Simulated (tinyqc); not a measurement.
Inside a calculation (part 1 of 2). Method: RHF in the sto-3g basis, for CH3-, spin multiplicity 1. The basis has no diffuse functions, so it cannot describe the extra electron: this is an exercise in the method, not the real anion. Computed by tinyqc, a small Python program that keeps every step (integrals from PySCF). Settings: charge = -1, multiplicity = 1, basis = sto-3g, energy threshold = 1e-08, iteration cap = 77, orthogonalisation = canonical, start = random, DIIS depth = 3, DIIS from iteration = 3, method = RHF. Command: `OMP_NUM_THREADS=1 python tinyqc.py 28633 28634 out.jsonl` (the two numbers bound the seeds that draw the settings). One thread of a shared host (Intel(R) Xeon(R) Processor @ 2.60GHz), about 0.07 s of CPU time with the checks. Later iterations appear only in the table of the cycle.

## One-electron integrals

Geometry (angstrom):

| atom | x | y | z |
|---|---|---|---|
| C | 0.00000 | 0.00000 | 0.03800 |
| H | 1.01900 | 0.00000 | 0.00000 |
| H | -0.51000 | 0.88300 | 0.00000 |
| H | -0.51000 | -0.88300 | 0.00000 |

Basis sto-3g: exponents (1/bohr^2) and contraction coefficients of normalised primitives:

| element | l (shell) | exponent | coefficient |
|---|---|---|---|
| C | s (1) | 71.61684 | 0.15433 |
| C | s (1) | 13.04510 | 0.53533 |
| C | s (1) | 3.53051 | 0.44463 |
| C | s (2) | 2.94125 | -0.09997 |
| C | s (2) | 0.68348 | 0.39951 |
| C | s (2) | 0.22229 | 0.70012 |
| C | p (3) | 2.94125 | 0.15592 |
| C | p (3) | 0.68348 | 0.60768 |
| C | p (3) | 0.22229 | 0.39196 |
| H | s (1) | 3.42525 | 0.15433 |
| H | s (1) | 0.62391 | 0.53533 |
| H | s (1) | 0.16886 | 0.44463 |

Overlap, kinetic and nuclear-attraction integrals over the contracted functions; the nuclear repulsion is the sum of Za Zb / Rab.

nuclear repulsion = 10.2358809 hartree

overlap S, lower triangle:
```
          1C 1s    1C 2s    1C 2px    1C 2py    1C 2pz    2H 1s    3H 1s    4H 1s
1C 1s   1.00000
1C 2s   0.24836  1.00000
1C 2px  0.00000  0.00000   1.00000
1C 2py  0.00000  0.00000   0.00000   1.00000
1C 2pz  0.00000  0.00000   0.00000   0.00000   1.00000
2H 1s   0.07338  0.53187   0.48980   0.00000  -0.01827  1.00000
3H 1s   0.07326  0.53145  -0.24487   0.42395  -0.01824  0.17305  1.00000
4H 1s   0.07326  0.53145  -0.24487  -0.42395  -0.01824  0.17305  0.17296  1.00000
```

kinetic energy T (hartree), lower triangle:
```
           1C 1s    1C 2s    1C 2px    1C 2py    1C 2pz     2H 1s     3H 1s    4H 1s
1C 1s   15.89112
1C 2s   -0.08589  0.47225
1C 2px   0.00000  0.00000   1.47773
1C 2py   0.00000  0.00000   0.00000   1.47773
1C 2pz   0.00000  0.00000   0.00000   0.00000   1.47773
2H 1s   -0.00693  0.13130   0.30583   0.00000  -0.01140   0.76003
3H 1s   -0.00698  0.13104  -0.15273   0.26444  -0.01138  -0.00511   0.76003
4H 1s   -0.00698  0.13104  -0.15273  -0.26444  -0.01138  -0.00511  -0.00512  0.76003
```

nuclear attraction V (hartree), lower triangle:
```
            1C 1s     1C 2s    1C 2px    1C 2py    1C 2pz     2H 1s     3H 1s     4H 1s
1C 1s   -35.20888
1C 2s    -4.57871  -6.68627
1C 2px   -0.00002  -0.00012  -6.71639
1C 2py    0.00000   0.00000   0.00000  -6.71614
1C 2pz    0.00216   0.02119   0.00001   0.00000  -6.50213
2H 1s    -1.38224  -3.08420  -2.64016   0.00000   0.10408  -4.85044
3H 1s    -1.37993  -3.08109   1.31951  -2.28458   0.10394  -0.93133  -4.84855
4H 1s    -1.37993  -3.08109   1.31951   2.28458   0.10394  -0.93133  -0.93063  -4.84855
```

core Hamiltonian H = T + V (hartree), lower triangle:
```
            1C 1s     1C 2s    1C 2px    1C 2py    1C 2pz     2H 1s     3H 1s     4H 1s
1C 1s   -19.31776
1C 2s    -4.66460  -6.21402
1C 2px   -0.00002  -0.00012  -5.23866
1C 2py    0.00000   0.00000   0.00000  -5.23841
1C 2pz    0.00216   0.02119   0.00001   0.00000  -5.02440
2H 1s    -1.38917  -2.95290  -2.33433   0.00000   0.09267  -4.09041
3H 1s    -1.38691  -2.95005   1.16678  -2.02015   0.09256  -0.93644  -4.08851
4H 1s    -1.38691  -2.95005   1.16678   2.02015   0.09256  -0.93644  -0.93575  -4.08851
```

## Two-electron integrals

Functions are numbered as in S; the eight-fold symmetry (ij|kl) = (ji|kl) = (kl|ij) leaves the list below.

Two-electron integrals (ij|kl) in chemists' order, unique and non-zero (hartree):
```
(11|11) 3.54195     (21|11) 0.57692     (21|21) 0.11189     (22|11) 0.85468
(22|21) 0.20528     (22|22) 0.62471     (31|31) 0.02030     (32|31) 0.03086
(32|32) 0.13800     (33|11) 0.85244     (33|21) 0.20534     (33|22) 0.62457
(33|33) 0.67283     (41|41) 0.02030     (42|41) 0.03086     (42|42) 0.13800
(43|43) 0.03627     (44|11) 0.85244     (44|21) 0.20534     (44|22) 0.62457
(44|33) 0.60030     (44|44) 0.67283     (51|51) 0.02030     (52|51) 0.03086
(52|52) 0.13800     (53|53) 0.03627     (54|54) 0.03627     (55|11) 0.85244
(55|21) 0.20534     (55|22) 0.62457     (55|33) 0.60030     (55|44) 0.60030
(55|55) 0.67283     (61|11) 0.17237     (61|21) 0.03318     (61|22) 0.06060
(61|31) 0.00204     (61|32) 0.00376     (61|33) 0.06103     (61|44) 0.06039
(61|51) -0.00008    (61|52) -0.00014    (61|53) -2.36e-05   (61|55) 0.06039
(61|61) 0.01006     (62|11) 0.37035     (62|21) 0.08993     (62|22) 0.29618
(62|31) 0.00852     (62|32) 0.05592     (62|33) 0.30921     (62|44) 0.28952
(62|51) -0.00032    (62|52) -0.00209    (62|53) -0.00073    (62|55) 0.28954
(62|61) 0.02772     (62|62) 0.17653     (63|11) 0.29899     (63|21) 0.07361
(63|22) 0.25711     (63|31) 0.01581     (63|32) 0.09484     (63|33) 0.28294
(63|44) 0.24405     (63|51) -0.00023    (63|52) -0.00170    (63|53) -0.00103
(63|55) 0.24408     (63|61) 0.02389     (63|62) 0.18241     (63|63) 0.20831
(64|41) 0.00967     (64|42) 0.04928     (64|43) 0.01129     (64|54) -0.00042
(64|64) 0.02318     (65|11) -0.01115    (65|21) -0.00275    (65|22) -0.00959
(65|31) -0.00023    (65|32) -0.00170    (65|33) -0.00971    (65|44) -0.00910
(65|51) 0.00967     (65|52) 0.04934     (65|53) 0.01131     (65|55) -0.00994
(65|61) -0.00089    (65|62) -0.00680    (65|63) -0.00690    (65|65) 0.02344
(66|11) 0.50316     (66|21) 0.12428     (66|22) 0.46088     (66|31) 0.01598
(66|32) 0.13593     (66|33) 0.50935     (66|44) 0.43636     (66|51) -0.00060
(66|52) -0.00507    (66|53) -0.00272    (66|55) 0.43646     (66|61) 0.03902
(66|62) 0.33440     (66|63) 0.38354     (66|65) -0.01430    (66|66) 0.77461
(71|11) 0.17209     (71|21) 0.03312     (71|22) 0.06050     (71|31) -0.00102
(71|32) -0.00188    (71|33) 0.06045     (71|41) 0.00177     (71|42) 0.00325
(71|43) -0.00027    (71|44) 0.06077     (71|51) -0.00008    (71|52) -0.00014
(71|53) 1.18e-05    (71|54) -2.04e-05   (71|55) 0.06029     (71|61) 0.00972
(71|62) 0.02596     (71|63) 0.02069     (71|64) 0.00097     (71|65) -0.00083
(71|66) 0.03559     (71|71) 0.01003     (72|11) 0.36996     (72|21) 0.08984
(72|22) 0.29590     (72|31) -0.00426    (72|32) -0.02795    (72|33) 0.29416
(72|41) 0.00737     (72|42) 0.04839     (72|43) -0.00852    (72|44) 0.30400
(72|51) -0.00032    (72|52) -0.00208    (72|53) 0.00037     (72|54) -0.00064
(72|55) 0.28927     (72|61) 0.02598     (72|62) 0.13055     (72|63) 0.10455
(72|64) 0.01537     (72|65) -0.00489    (72|66) 0.19697     (72|71) 0.02765
(72|72) 0.17623     (73|11) -0.14943    (73|21) -0.03679    (73|22) -0.12851
(73|31) 0.01119     (73|32) 0.06061     (73|33) -0.13531    (73|41) -0.00266
(73|42) -0.01972    (73|43) 0.01330     (73|44) -0.12810    (73|51) 0.00011
(73|52) 0.00085     (73|53) -0.00057    (73|54) 0.00026     (73|55) -0.12200
(73|61) -0.00952    (73|62) -0.03901    (73|63) -0.01614    (73|64) -0.00346
(73|65) 0.00143     (73|66) -0.04504    (73|71) -0.01192    (73|72) -0.09111
(73|73) 0.06939     (74|11) 0.25872     (74|21) 0.06370     (74|22) 0.22250
(74|31) -0.00266    (74|32) -0.01972    (74|33) 0.21473     (74|41) 0.01426
(74|42) 0.08337     (74|43) -0.01176    (74|44) 0.24132     (74|51) -0.00020
(74|52) -0.00147    (74|53) 0.00026     (74|54) -0.00088    (74|55) 0.21122
(74|61) 0.01842     (74|62) 0.09825     (74|63) 0.07797     (74|64) 0.02691
(74|65) -0.00360    (74|66) 0.14803     (74|71) 0.02063     (74|72) 0.15774
(74|73) -0.08009    (74|74) 0.16180     (75|11) -0.01113    (75|21) -0.00274
(75|22) -0.00958    (75|31) 0.00011     (75|32) 0.00085     (75|33) -0.00924
(75|41) -0.00020    (75|42) -0.00147    (75|43) 0.00026     (75|44) -0.00954
(75|51) 0.00966     (75|52) 0.04928     (75|53) -0.00565    (75|54) 0.00978
(75|55) -0.00993    (75|61) -0.00083    (75|62) -0.00489    (75|63) -0.00383
(75|64) -0.00057    (75|65) 0.01633     (75|66) -0.00788    (75|71) -0.00089
(75|72) -0.00679    (75|73) 0.00345     (75|74) -0.00597    (75|75) 0.02339
(76|11) 0.11051     (76|21) 0.02688     (76|22) 0.09090     (76|31) 0.00107
(76|32) 0.00734     (76|33) 0.09172     (76|41) 0.00186     (76|42) 0.01273
(76|43) 0.00043     (76|44) 0.09223     (76|51) -0.00016    (76|52) -0.00110
(76|53) -0.00014    (76|54) -0.00025    (76|55) 0.08868     (76|61) 0.00808
(76|62) 0.04877     (76|63) 0.04647     (76|64) 0.00516     (76|65) -0.00207
(76|66) 0.08623     (76|71) 0.00807     (76|72) 0.04873     (76|73) -0.01877
(76|74) 0.04281     (76|75) -0.00206    (76|76) 0.01609     (77|11) 0.50286
(77|21) 0.12421     (77|22) 0.46069     (77|31) -0.00799    (77|32) -0.06796
(77|33) 0.45442     (77|41) 0.01383     (77|42) 0.11766     (77|43) -0.03160
(77|44) 0.49089     (77|51) -0.00060    (77|52) -0.00506    (77|53) 0.00136
(77|54) -0.00235    (77|55) 0.43627     (77|61) 0.03563     (77|62) 0.19708
(77|63) 0.15073     (77|64) 0.03506     (77|65) -0.00789    (77|66) 0.29733
(77|71) 0.03893     (77|72) 0.33408     (77|73) -0.19170    (77|74) 0.33190
(77|75) -0.01428    (77|76) 0.08623     (77|77) 0.77461     (81|11) 0.17209
(81|21) 0.03312     (81|22) 0.06050     (81|31) -0.00102    (81|32) -0.00188
(81|33) 0.06045     (81|41) -0.00177    (81|42) -0.00325    (81|43) 0.00027
(81|44) 0.06077     (81|51) -0.00008    (81|52) -0.00014    (81|53) 1.18e-05
(81|54) 2.04e-05    (81|55) 0.06029     (81|61) 0.00972     (81|62) 0.02596
(81|63) 0.02069     (81|64) -0.00097    (81|65) -0.00083    (81|66) 0.03559
(81|71) 0.00970     (81|72) 0.02593     (81|73) -0.01118    (81|74) 0.01742
(81|75) -0.00083    (81|76) 0.00766     (81|77) 0.03557     (81|81) 0.01003
(82|11) 0.36996     (82|21) 0.08984     (82|22) 0.29590     (82|31) -0.00426
(82|32) -0.02795    (82|33) 0.29416     (82|41) -0.00737    (82|42) -0.04839
(82|43) 0.00852     (82|44) 0.30400     (82|51) -0.00032    (82|52) -0.00208
(82|53) 0.00037     (82|54) 0.00064     (82|55) 0.28927     (82|61) 0.02598
(82|62) 0.13055     (82|63) 0.10455     (82|64) -0.01537    (82|65) -0.00489
(82|66) 0.19697     (82|71) 0.02593     (82|72) 0.13043     (82|73) -0.06556
(82|74) 0.08281     (82|75) -0.00489    (82|76) 0.03818     (82|77) 0.19691
(82|81) 0.02765     (82|82) 0.17623     (83|11) -0.14943    (83|21) -0.03679
(83|22) -0.12851    (83|31) 0.01119     (83|32) 0.06061     (83|33) -0.13531
(83|41) 0.00266     (83|42) 0.01972     (83|43) -0.01330    (83|44) -0.12810
(83|51) 0.00011     (83|52) 0.00085     (83|53) -0.00057    (83|54) -0.00026
(83|55) -0.12200    (83|61) -0.00952    (83|62) -0.03901    (83|63) -0.01614
(83|64) 0.00346     (83|65) 0.00143     (83|66) -0.04504    (83|71) -0.01118
(83|72) -0.06556    (83|73) 0.04840     (83|74) -0.04070    (83|75) 0.00240
(83|76) -0.01452    (83|77) -0.10571    (83|81) -0.01192    (83|82) -0.09111
(83|83) 0.06939     (84|11) -0.25872    (84|21) -0.06370    (84|22) -0.22250
(84|31) 0.00266     (84|32) 0.01972     (84|33) -0.21473    (84|41) 0.01426
(84|42) 0.08337     (84|43) -0.01176    (84|44) -0.24132    (84|51) 0.00020
(84|52) 0.00147     (84|53) -0.00026    (84|54) -0.00088    (84|55) -0.21122
(84|61) -0.01842    (84|62) -0.09825    (84|63) -0.07797    (84|64) 0.02691
(84|65) 0.00360     (84|66) -0.14803    (84|71) -0.01742    (84|72) -0.08281
(84|73) 0.04070     (84|74) -0.03761    (84|75) 0.00303     (84|76) -0.02514
(84|77) -0.11296    (84|81) -0.02063    (84|82) -0.15774    (84|83) 0.08009
(84|84) 0.16180     (85|11) -0.01113    (85|21) -0.00274    (85|22) -0.00958
(85|31) 0.00011     (85|32) 0.00085     (85|33) -0.00924    (85|41) 0.00020
(85|42) 0.00147     (85|43) -0.00026    (85|44) -0.00954    (85|51) 0.00966
(85|52) 0.04928     (85|53) -0.00565    (85|54) -0.00978    (85|55) -0.00993
(85|61) -0.00083    (85|62) -0.00489    (85|63) -0.00383    (85|64) 0.00057
(85|65) 0.01633     (85|66) -0.00788    (85|71) -0.00083    (85|72) -0.00489
(85|73) 0.00240     (85|74) -0.00303    (85|75) 0.01631     (85|76) -0.00157
(85|77) -0.00788    (85|81) -0.00089    (85|82) -0.00679    (85|83) 0.00345
(85|84) 0.00597     (85|85) 0.02339     (86|11) 0.11051     (86|21) 0.02688
(86|22) 0.09090     (86|31) 0.00107     (86|32) 0.00734     (86|33) 0.09172
(86|41) -0.00186    (86|42) -0.01273    (86|43) -0.00043    (86|44) 0.09223
(86|51) -0.00016    (86|52) -0.00110    (86|53) -0.00014    (86|54) 0.00025
(86|55) 0.08868     (86|61) 0.00808     (86|62) 0.04877     (86|63) 0.04647
(86|64) -0.00516    (86|65) -0.00207    (86|66) 0.08623     (86|71) 0.00766
(86|72) 0.03818     (86|73) -0.01452    (86|74) 0.02514     (86|75) -0.00157
(86|76) 0.01312     (86|77) 0.05661     (86|81) 0.00807     (86|82) 0.04873
(86|83) -0.01877    (86|84) -0.04281    (86|85) -0.00206    (86|86) 0.01609
(87|11) 0.11042     (87|21) 0.02686     (87|22) 0.09084     (87|31) -0.00214
(87|32) -0.01469    (87|33) 0.09241     (87|44) 0.09141     (87|51) -0.00016
(87|52) -0.00109    (87|53) 0.00028     (87|55) 0.08862     (87|61) 0.00766
(87|62) 0.03819     (87|63) 0.02902     (87|65) -0.00157    (87|66) 0.05659
(87|71) 0.00806     (87|72) 0.04870     (87|73) -0.02768    (87|74) 0.03763
(87|75) -0.00206    (87|76) 0.01311     (87|77) 0.08618     (87|81) 0.00806
(87|82) 0.04870     (87|83) -0.02768    (87|84) -0.03763    (87|85) -0.00206
(87|86) 0.01311     (87|87) 0.01607     (88|11) 0.50286     (88|21) 0.12421
(88|22) 0.46069     (88|31) -0.00799    (88|32) -0.06796    (88|33) 0.45442
(88|41) -0.01383    (88|42) -0.11766    (88|43) 0.03160     (88|44) 0.49089
(88|51) -0.00060    (88|52) -0.00506    (88|53) 0.00136     (88|54) 0.00235
(88|55) 0.43627     (88|61) 0.03563     (88|62) 0.19708     (88|63) 0.15073
(88|64) -0.03506    (88|65) -0.00789    (88|66) 0.29733     (88|71) 0.03557
(88|72) 0.19691     (88|73) -0.10571    (88|74) 0.11296     (88|75) -0.00788
(88|76) 0.05661     (88|77) 0.29728     (88|81) 0.03893     (88|82) 0.33408
(88|83) -0.19170    (88|84) -0.33190    (88|85) -0.01428    (88|86) 0.08623
(88|87) 0.08618     (88|88) 0.77461
```

## Orthogonalisation

S = U s U^T; canonical form X = U s^(-1/2), so that X^T S X = 1. Each column of U has its largest component positive (the first on a tie).

eigenvalues of S: 0.21941  0.30740  0.30776  0.95805  1.00161  1.51929  1.51952  2.16696

X:
```
               1         2         3         4         5         6         7         8
1C 1s   -0.31135   0.00076   0.00000   0.96803   0.18560   0.00000  -0.00001   0.14641
1C 2s    1.65119  -0.00280   0.00000  -0.03075   0.02677   0.00000  -0.00010   0.42973
1C 2px   0.00276   1.18080   0.00000  -0.00012  -0.00001   0.00000   0.61322   0.00011
1C 2py   0.00000   0.00000   1.18014   0.00000   0.00000   0.61326   0.00000   0.00000
1C 2pz  -0.05329   0.00008   0.00000  -0.19571   0.98017   0.00000   0.00000  -0.01368
2H 1s   -0.76257  -1.11180   0.00000  -0.14993  -0.02887   0.00000   0.43350   0.29180
3H 1s   -0.75828   0.55799  -0.96348  -0.14996  -0.02888   0.37558  -0.21696   0.29157
4H 1s   -0.75828   0.55799   0.96348  -0.14996  -0.02888  -0.37558  -0.21696   0.29157
```

## Starting guess

The start is random orthonormal orbitals; D = 2 C_occ C_occ^T.

D at the start, lower triangle:
```
           1C 1s     1C 2s    1C 2px    1C 2py    1C 2pz    2H 1s    3H 1s    4H 1s
1C 1s    1.14885
1C 2s    0.19580   3.57047
1C 2px   0.30538  -1.08311   2.49319
1C 2py  -0.16246   0.09253  -0.74662   2.14148
1C 2pz   0.36030  -0.56511  -0.37303  -0.37627   1.75158
2H 1s    0.30411  -0.56802  -0.86294   0.02128   0.11527  1.12203
3H 1s    0.51915  -2.86313   1.40736  -0.52086   0.36854  0.64091  2.84577
4H 1s   -0.46604  -1.97083   0.01495   0.06927  -0.20698  0.74826  1.44153  1.59218
```

## Iteration 1: building the Fock matrix

J_ij = sum D_kl (ij|kl), K_ij = sum D_kl (ik|jl); F = H + J - 0.5 K; E = tr D H + tr D J / 2 - 0.25 tr D K + E_nn.

Coulomb J (hartree), lower triangle:
```
           1C 1s     1C 2s    1C 2px    1C 2py    1C 2pz    2H 1s    3H 1s    4H 1s
1C 1s   11.08516
1C 2s    2.33829   6.12641
1C 2px  -0.03487  -0.21044   6.13014
1C 2py  -0.01373  -0.04948  -0.03076   6.16625
1C 2pz  -0.01478  -0.11131  -0.02576  -0.01633   6.07267
2H 1s    0.68833   2.81047   2.36321  -0.02681  -0.13895  4.32794
3H 1s    0.69284   2.96322  -1.37587   2.23885  -0.13588  0.87969  4.83143
4H 1s    0.69514   2.97206  -1.36239  -2.26050  -0.12897  0.88656  0.92023  4.78668
```

exchange K (hartree), lower triangle:
```
          1C 1s     1C 2s    1C 2px    1C 2py    1C 2pz    2H 1s    3H 1s    4H 1s
1C 1s   4.69160
1C 2s   1.38896   1.67245
1C 2px  0.23172  -0.27761   1.41095
1C 2py  0.06414  -0.16222  -0.16731   1.64061
1C 2pz  0.20277  -0.25054  -0.22890  -0.11189   1.51896
2H 1s   0.65361   0.76981   0.32514  -0.14599  -0.22275  0.74575
3H 1s   0.51261   0.74691  -0.35646   0.61361  -0.08306  0.32148  1.20041
4H 1s   0.27365   0.86131  -0.46358  -0.69866  -0.11788  0.35298  0.29391  1.22143
```

Fock matrix F (hartree), lower triangle:
```
            1C 1s     1C 2s    1C 2px    1C 2py    1C 2pz     2H 1s     3H 1s    4H 1s
1C 1s   -10.57839
1C 2s    -3.02080  -0.92384
1C 2px   -0.15075  -0.07175   0.18600
1C 2py   -0.04580   0.03163   0.05289   0.10753
1C 2pz   -0.11401   0.03516   0.08870   0.03962   0.28879
2H 1s    -1.02764  -0.52734  -0.13368   0.04619   0.06510  -0.13535
3H 1s    -0.95038  -0.36028  -0.03086  -0.08810  -0.00179  -0.21749   0.14271
4H 1s    -0.82859  -0.40864   0.03618   0.10897   0.02253  -0.22637  -0.16247  0.08744
```

total energy of this density = -29.4261422 hartree

## Iteration 1: diagonalisation and new density

Diagonalise F' = X^T F X, C = X C', fill 5 alpha and 5 beta electrons from the bottom; D = 2 C_occ C_occ^T. Each column has its largest component positive (the first on a tie).

F' = X^T F X (hartree), lower triangle:
```
          1         2         3         4         5        6         7         8
1   0.83864
2  -0.01795   0.97081
3  -0.05174   0.08301   1.11321
4   0.47816  -0.06662   0.04520  -8.89644
5   0.11800   0.03413   0.07979  -1.97788  -0.13096
6   0.03462  -0.00807  -0.09395  -0.08537   0.00028  0.02796
7   0.03026   0.02031   0.10401  -0.12686   0.05174  0.01089   0.05107
8   0.11308   0.08301   0.00940  -3.31901  -0.65610  0.02415  -0.13071  -1.43788
```

orbital energies (hartree): MO1 -10.59955, MO2 -0.24242, MO3 0.02617, MO4 0.05647, MO5 0.30787, MO6 0.85905, MO7 0.94374, MO8 1.18508

coefficients C:
```
             MO1       MO2       MO3       MO4       MO5       MO6       MO7       MO8
1C 1s    0.98760  -0.20294  -0.02668   0.07540  -0.02613  -0.25398  -0.01561   0.03936
1C 2s    0.05364   0.46191   0.01311  -0.23397  -0.01473   1.60567  -0.00538  -0.25136
1C 2px   0.01118   0.09991   0.08008   0.59418   0.04969   0.14419   1.04828   0.52785
1C 2py  -0.00233  -0.13775   0.68602  -0.18195  -0.03859   0.16264  -0.46151   1.00258
1C 2pz   0.00969  -0.14076  -0.15344  -0.17399   0.95766   0.00263   0.02620   0.10259
2H 1s   -0.00461   0.47434   0.13592   0.28302   0.24092  -0.84253  -0.97221  -0.27806
3H 1s   -0.00293   0.09445   0.30849  -0.20273   0.10055  -0.84167   0.97096  -0.55193
4H 1s   -0.01838   0.21000  -0.26062  -0.30226  -0.15940  -0.61223   0.14925   1.21856
```

D after iteration 1, lower triangle:
```
           1C 1s     1C 2s    1C 2px    1C 2py    1C 2pz     2H 1s     3H 1s    4H 1s
1C 1s    2.04723
1C 2s   -0.11674   0.54274
1C 2px   0.06426  -0.18391   0.74406
1C 2py  -0.01071  -0.02325  -0.13775   1.04840
1C 2pz   0.00817  -0.07981  -0.16408  -0.18238   1.98167
2H 1s   -0.17880   0.30173   0.47671  -0.06576   0.18762   0.76327
3H 1s   -0.09641   0.18694  -0.16271   0.46327   0.14181   0.10718   0.31062
4H 1s   -0.14488   0.33134  -0.37522  -0.29306  -0.17961  -0.11935  -0.03052  0.45826
```
